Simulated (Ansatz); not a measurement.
System: rhombohedral A7 Sb. Method: r²SCAN+SOC in Ansatz (PAW).

Settings: plane-wave cutoff 560 eV, 16×16×16 k mesh, Fermi–Dirac smearing 0.05 eV, PAW data made under PBE.

Response to compression and expansion:

Shape and atoms are relaxed at each volume.

```csv
V (Å³/atom),P (GPa),c (Å),a (Å)
30.389,1.36,11.286,4.319
31.022,0.63,11.457,4.331
31.655,0.00,11.626,4.343
32.289,-0.49,11.818,4.351
32.922,-0.89,12.021,4.356
```

Note: the cell comes from a level without a dispersion term, which matters for the spacing of layers, chains or molecules; the bulk modulus comes from volumes at which shape and atoms were relaxed.

Ansatz is an electronic-structure program.
